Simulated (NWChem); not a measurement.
# Lowest excitation of formic acid (CH2O2)

SMILES: O=CO
```xyz
5

O      0.7441     0.8276     0.0000
C      0.1773    -0.3776     0.0000
O     -1.0006    -0.5842     0.0000
H      0.0245     1.4806     0.0000
H      0.9640    -1.1615     0.0000
```
Charge 0, spin multiplicity 1.

Program: NWChem. All single points use one geometry, from PBE0/def2-SVP, a minimum by its harmonic frequencies. It is one conformer; others weren't searched.

Basis set: def2-SVPD.

```json
[
 {"method": "CIS", "lowest vertical singlet excitation energy (eV)": "6.75", "relative cost": "1", "difference from EOM-CCSD": "+0.74"},
 {"method": "TD-PBE", "lowest vertical singlet excitation energy (eV)": "5.71", "relative cost": "under 3", "difference from EOM-CCSD": "-0.30"},
 {"method": "TDA-PBE0", "lowest vertical singlet excitation energy (eV)": "5.92", "relative cost": "under 3", "difference from EOM-CCSD": "-0.09"},
 {"method": "TD-B3LYP", "lowest vertical singlet excitation energy (eV)": "5.84", "relative cost": "under 3", "difference from EOM-CCSD": "-0.17"},
 {"method": "EOM-CCSD", "lowest vertical singlet excitation energy (eV)": "6.01", "relative cost": "10", "difference from EOM-CCSD": "0.00"}
]
```

The values span 1.04 eV, from TD-PBE (lowest) to CIS (highest). Costs are rough ratios of processor time within this set of runs, SCF included, with CIS as 1.

The correlated methods keep 3 core orbitals frozen. B3LYP has NWChem's definition, with VWN1-RPA local correlation. Differences from the coupled-cluster row are differences between methods, not errors against experiment.
